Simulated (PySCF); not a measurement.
Input of a run (PBE/def2-TZVP geometry optimisation, gas phase (PySCF 2.14.0)), started from GFN2-xTB:
```
{"job": {"xc": "PBE", "basis": "def2-TZVP", "grid": 1, "kind": "geom"}, "charge": 0, "multiplicity": 1}
C      1.448436    -0.097381     0.473883
C      0.308594    -0.027579     0.099541
C     -1.048884     0.054215    -0.344615
O     -1.850299    -0.838863    -0.309865
H      2.446659    -0.148110     0.799085
H     -1.301383     1.059709    -0.739602
```

Output (energies in Eh, forces in Eh/bohr):
```
step   0  E = -190.49895174  max force = 0.022332
step   1  E = -190.50046125  max force = 0.003659
step   2  E = -190.50043443  max force = 0.002198
step   3  E = -190.50047263  max force = 0.000670
step   4  E = -190.50047667  max force = 0.000392
optimisation converged
```

Task: Summarise the run.

Result: The energy falls by 4.0 kJ/mol over 5 energy and gradient evaluations, the largest force component goes from 0.0223 to 3.9e-04 Eh/bohr, and the atoms move by 0.024 Å rms after alignment. The bond that changes most is C1–H5 (terminal alkyne carbon to alkyne hydrogen), which lengthens by 0.021 Å. Bonds longer at the end by more than 0.005 Å: 5 of 5; shorter: 0. Among the angles that change most is C1–C2–C3, from 179.9° to 177.3°. The energy rose by more than 1e-6 Eh at step 2. The first step brought 99 % of the lowering.

Task: What are the final bond lengths?

Result: C1≡C2 1.215 Å, C2–C3 1.445 Å, C3=O4 1.218 Å, C1–H5 1.072 Å, C3–H6 1.117 Å. Numbering counts from 1 in the input's order; the species is propynal, `C(#C)C=O`.

The run used 136 basis functions and 38 SCF cycles in all. On one thread, Arm Neoverse V1 (aarch64), on a shared host, this took 18 s and 0.44 GiB of memory at its peak.

Not checked by PBE/def2-TZVP frequencies.
